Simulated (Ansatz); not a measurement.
# doublet CH3B+: levels of theory compared

We compute a comparison of 6 runs (U-r2SCAN0/STO-3G, UB2PLYP/STO-3G, UPBE0/STO-3G, USVWN5/STO-3G, RPA@PBE/STO-3G, UBCCD(T)/STO-3G) of doublet CH3B+. 

Program for the calculation: Ansatz 0.2.0.

49 further runs of the same task are left out: 3 that didn't finish, 46 set aside as unsound or not needed.

### 1 The molecule

The species is CH3B+ (5 atoms), meant as a doublet with charge +1. SMILES of the parent species: `B[CH]`. The shape is that of a GFN2-xTB optimisation. That shape belongs to the parent species and isn't relaxed for this state.

Bond lengths: B1–C2 1.463 Å, B1–H3 1.182 Å, B1–H4 1.174 Å, C2–H5 1.068 Å. Angles: B1–C2–H5 150.8°, C2–B1–H3 120.4°, C2–B1–H4 121.9°, H3–B1–H4 117.7°.

### 2 The energy at U-r2SCAN0/STO-3G (run 1)

The input, job.yaml:

```yaml
crystal:
  periodic: [false, false, false]
  atoms:
    - symbol: B
      position_ang: [-0.352450, -0.401400, -0.071360]
    - symbol: C
      position_ang: [0.507540, 0.779550, -0.141970]
    - symbol: H
      position_ang: [-0.308550, -1.118250, 0.866820]
    - symbol: H
      position_ang: [-1.104620, -0.672740, -0.931370]
    - symbol: H
      position_ang: [1.258080, 1.412850, 0.277880]
basis:
  gaussian:
    orbitals: STO-3G
total_charge: 1
magnetization:
  spin_polarized: true
  initial_magnetization: 1
hamiltonian:
  xc: {name: r2SCAN0}
accuracy: high
```

Launch:

```sh
$ ansatz run job.yaml --threads 1 --pin off --max-ram 2610MiB --events-out events.jsonl --progress --plain --runs-dir runs
```

Standard output:

```text
Warning: RAYON_NUM_THREADS=1 ignored (pool sized by the plan → 1); use --threads N
Functional definition: r2SCAN0
  name "r2SCAN0"
  parameter a = 0.25
  parameter k0 = 0.174
  parameter k1 = 0.065
  parameter a1 = 4.9479
  exchange = (1 - a)*r2scan_x(k0 = k0, k1 = k1, a1 = a1) + a*exact_x
  correlation = r2scan_c
209 factors; integrals over basis functions are off by at most 6.1e-9 eV
mean field evaluation 1: about -1726.1327 eV, gradient 6.5e0 eV
mean field evaluation 2: about -1725.9338 eV, gradient 9.0e0 eV
mean field evaluation 4: about -1726.5966 eV, gradient 3.5e-1 eV
mean field evaluation 8: about -1726.5540 eV, gradient 3.6e-2 eV
mean field evaluation 16: about -1726.5541 eV, gradient 4.1e-5 eV
mean field -1726.55409541 eV, -63.4496927059 hartree, gradient 7.2e-8 eV, S^2 0.772204; 2 other end points of the search recorded, 0 dependent functions left out
reference -1726.55409599 eV, -63.4496927272 hartree; 7, 6 occupied and 6, 7 virtual orbitals, 209 factors
Total energy: -1726.55409599 eV, -63.4496927272 hartree
```

Wall time 3.3 s (1 thread of Arm Neoverse V1, shared host); peak memory 0.18 GiB.

### 3 A single-point energy at UB2PLYP/STO-3G (run 2)

job.yaml, as its differences from that of step 2:

```diff
@@ -16,3 +16,8 @@
     orbitals: STO-3G
+hamiltonian:
+  xc: {name: B2PLYP}
 total_charge: 1
+accuracy: high
+correlation:
+  frozen_orbitals: {B: 1, C: 1, H: 0}
 magnetization:
@@ -20,4 +25 @@
   initial_magnetization: 1
-hamiltonian:
-  xc: {name: r2SCAN0}
-accuracy: high
```

Launch:

```sh
$ ansatz run job.yaml --threads 1 --pin off --max-ram 2610MiB --events-out events.jsonl --progress --plain --runs-dir runs
```

Standard output (excerpt; [...] marks lines left out):

```text
Warning: RAYON_NUM_THREADS=1 ignored (pool sized by the plan → 1); use --threads N
Functional definition: B2PLYP
  name "B2PLYP"
[...]
209 factors; integrals over basis functions are off by at most 6.1e-9 eV
[...]
mean field -1724.17662935 eV, -63.3623224397 hartree, gradient 5.5e-8 eV, S^2 0.763946; 2 other end points of the search recorded, 0 dependent functions left out
2 core orbitals not correlated: weight in the atoms' cores, before any rotation towards them, 1.000 or more for the frozen orbitals, at most 0.000 for the correlated occupied ones
reference -1724.17664579 eV, -63.3623230440 hartree; 5, 4 occupied and 6, 7 virtual orbitals, 209 factors
second order -2.49645485 eV of doubles, -0.00000000 eV of singles
Total energy: -1724.85068860 eV, -63.3870936604 hartree
```

Wall time 1.5 s (1 thread of Arm Neoverse V1, shared host); peak memory 0.11 GiB.

### 4 The energy at UPBE0/STO-3G (run 3)

The input, job.yaml:

```yaml
crystal:
  periodic: [false, false, false]
  atoms:
    - {symbol: B, position_ang: [-0.352450, -0.401400, -0.071360]}
    - {symbol: C, position_ang: [0.507540, 0.779550, -0.141970]}
    - {symbol: H, position_ang: [-0.308550, -1.118250, 0.866820]}
    - {symbol: H, position_ang: [-1.104620, -0.672740, -0.931370]}
    - {symbol: H, position_ang: [1.258080, 1.412850, 0.277880]}
basis:
  gaussian:
    orbitals: STO-3G
total_charge: 1
magnetization:
  spin_polarized: true
  initial_magnetization: 1
hamiltonian:
  xc: {name: PBE0}
accuracy: high
```

Launch:

```sh
$ ansatz run job.yaml --threads 1 --pin off --max-ram 2610MiB --events-out events.jsonl --progress --plain --runs-dir runs
```

Standard output:

```text
Warning: RAYON_NUM_THREADS=1 ignored (pool sized by the plan → 1); use --threads N
Functional definition: PBE0
  name "PBE0"
[... 1 set-up line as earlier in the session ...]
  parameter kappa = 0.804
  parameter beta = 0.06672455060314922
  exchange = (1 - a)*pbe_x(kappa = kappa, mu = beta*pi^2/3) + a*exact_x
  correlation = pbe_c(beta = beta)
209 factors; integrals over basis functions are off by at most 6.1e-9 eV
mean field evaluation 1: about -1725.0651 eV, gradient 6.1e0 eV
mean field evaluation 2: about -1724.6889 eV, gradient 9.9e0 eV
mean field evaluation 4: about -1725.4640 eV, gradient 3.3e-1 eV
mean field evaluation 8: about -1725.4194 eV, gradient 2.3e-2 eV
mean field evaluation 16: about -1725.4195 eV, gradient 4.0e-6 eV
mean field -1725.41946611 eV, -63.4079958483 hartree, gradient 3.1e-8 eV, S^2 0.768585; 2 other end points of the search recorded, 0 dependent functions left out
reference -1725.41946747 eV, -63.4079958982 hartree; 7, 6 occupied and 6, 7 virtual orbitals, 209 factors
Total energy: -1725.41946747 eV, -63.4079958982 hartree
```

Run time: 1.2 s. Hardware: 1 thread of Arm Neoverse V1, shared host; peak memory 0.11 GiB.

Runs 4 to 5 aren't shown in full; the table further down has their settings and results.

### 5 A single-point energy at UBCCD(T)/STO-3G (run 6)

The input, job.yaml:

```yaml
crystal:
  periodic: [false, false, false]
  atoms:
    - symbol: B
      position_ang: [-0.352450, -0.401400, -0.071360]
    - symbol: C
      position_ang: [0.507540, 0.779550, -0.141970]
    - symbol: H
      position_ang: [-0.308550, -1.118250, 0.866820]
    - symbol: H
      position_ang: [-1.104620, -0.672740, -0.931370]
    - symbol: H
      position_ang: [1.258080, 1.412850, 0.277880]
basis:
  gaussian:
    orbitals: STO-3G
total_charge: 1
magnetization:
  spin_polarized: true
  initial_magnetization: 1
correlation:
  method: bccd_t
  frozen_orbitals: {B: 1, C: 1, H: 0}
accuracy: high
scf:
  omitted_lower_state_checks: [cluster_reference, increment]
```

Launch:

```sh
$ ansatz run job.yaml --threads 1 --pin off --max-ram 2610MiB --events-out events.jsonl --progress --plain --runs-dir runs
```

Standard output:

```text
Warning: RAYON_NUM_THREADS=1 ignored (pool sized by the plan → 1); use --threads N
[... 13 lines left out ...]
2 core orbitals not correlated: weight in the atoms' cores, before any rotation towards them, 1.000 or more for the frozen orbitals, at most 0.000 for the correlated occupied ones
[... 36 lines left out ...]
Total energy: -1719.62644446 eV, -63.1951062294 hartree
Checks for a lower state left out: cluster_reference, increment
```

Wall time 0.24 s (1 thread of Arm Neoverse V1, shared host).

### 6 The series

```
run             level  frozen core orbitals  energy (Eh)   ⟨S²⟩  wall time
  1  U-r2SCAN0/STO-3G                     –   -63.449693  0.772      3.3 s
  2    UB2PLYP/STO-3G                     2   -63.387094  0.764      1.5 s
  3      UPBE0/STO-3G                     –   -63.407996  0.769      1.2 s
  4     USVWN5/STO-3G                     –   -62.808040  0.766     0.72 s
  5    RPA@PBE/STO-3G                     2   -63.257735  0.766      1.3 s
  6   UBCCD(T)/STO-3G                     2   -63.195106  0.766     0.24 s
```

### 7 Outcome

| quantity | value |
| --- | --- |
| run 6: total energy | -63.19511 Eh |
| run 6: correlation energy (2 core orbitals frozen) | -95.5 mEh |
| run 6: (T) correction | -2.45 mEh |
| run 6: ⟨S²⟩ of the reference determinant | 0.766 |

**Reading.** Totals of different functionals can't be ranked against each other. In runs 1, 2, 3, 4, 5, 6 the basis is minimal, so the values are rough. All runs together took 8.3 s, the longest 3.3 s.
